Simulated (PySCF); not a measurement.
H₂P (charge -1), SMILES [PH2-], point group C2v.

Level: B3LYP/pcSseg-2 in PySCF (density fitting, grid level 2); geometry and Hessian at that level, cubic constants and property derivatives from steps of ±0.6 along each species' dimensionless normal coordinates, second-order vibrational perturbation theory. The parent has the commonest isotopes.

Equilibrium geometry (Å):

```csv
atom,x,y,z
P1,0.0251,0.6623,-0.0094
H2,-1.0213,-0.3208,-0.0438
H3,1.0421,-0.3517,0.0030
```

Give the equilibrium and ground-state rotational constants (MHz) of parent; ²H at 2; ²H at 2, ²H at 3.


```json
{"species": "parent", "Ae": "267740", "Be": "235380", "Ce": "125260", "A0": "266850", "B0": "234530", "C0": "122600", "Δ0 (u Å²)": "0.073", "harmonic ZPE (cm⁻¹)": "2791"}
{"species": "²H at 2", "Ae": "253160", "Be": "128360", "Ce": "85176", "A0": "252080", "B0": "127990", "C0": "83708", "Δ0 (u Å²)": "0.084", "harmonic ZPE (cm⁻¹)": "2404"}
{"species": "²H at 2, ²H at 3", "Ae": "142150", "Be": "117780", "Ce": "64411", "A0": "141810", "B0": "117480", "C0": "63433", "Δ0 (u Å²)": "0.101", "harmonic ZPE (cm⁻¹)": "2004"}
```

Δ0 = Ic − Ia − Ib from the ground-state constants.

How is the parent's vibrational correction B0 − Be made up?


```
axis  harmonic  Coriolis  cubic  total (MHz)
   a      6510        -0  -7390         -888
   b      4990        -0  -5840         -848
   c       699     -85.3  -3270        -2660
```

And its quartic centrifugal distortion constants from the harmonic force field?

Asymmetric top, A reduction, IIIr representation: ΔJ = 37600 kHz, ΔJK = -114000 kHz, ΔK = 78500 kHz, δJ = 4420 kHz, δK = -184000 kHz.
